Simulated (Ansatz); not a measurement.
Two isomers of C3H5NO: A = `C1=NCOC1`, B = `COC=C=N`.

Gas-phase electronic energies from Ansatz, PBE0-D4/def2-TZVP geometries. CCSD(T)/CBS is the MP2 limit (def2-TZVPP, def2-QZVPP) plus CCSD(T) − MP2 in def2-TZVPP, frozen cores. Functionals use def2-TZVPP. B3LYP here is the variant with VWN-RPA as its local correlation; programs differ in this. Each species was taken in one conformer, which may not be the lowest.

Which is lower in electronic energy at CCSD(T)/CBS, and by how much? (An estimate is asked.)

Ansatz gave: A, by 32.6 kcal/mol.

Give E(B) − E(A) in kcal/mol with CCSD(T)/def2-SVP, B3LYP, ωB97M-V, PBE0-D4, LDA (SPW92), CCSD(T)/def2-TZVPP, PBE-D4. (An estimate is asked.)

The calculation gave: CCSD(T)/def2-SVP 32.6, B3LYP 26.0, ωB97M-V 31.4, PBE0-D4 32.5, LDA (SPW92) 33.0, CCSD(T)/def2-TZVPP 32.4, PBE-D4 28.2. None reverses the order clearly.

Does the order hold for the free energy at 298.15 K (harmonic terms from PBE0-D4)? (Best estimate.)

The calculation gave: Yes: G(B) − G(A) = +29.1 kcal/mol, for one conformer each.

Largest T1 diagnostic: 0.014.

The D4 term adds +1.1 kcal/mol with B3LYP and +0.5 kcal/mol with PBE0; it sums over pairs of atoms, weighted by their polarisabilities, and B3LYP, whose exchange is more repulsive, gets the larger term. Leaving LDA and LC-ωPBE aside and taking each functional with its dispersion term where it has one, the values, not all of them listed here, spread over 12.1 kcal/mol, from BLYP-D4 to PBE-QIDH. LDA lies +5.4 kcal/mol from PBE without D4.
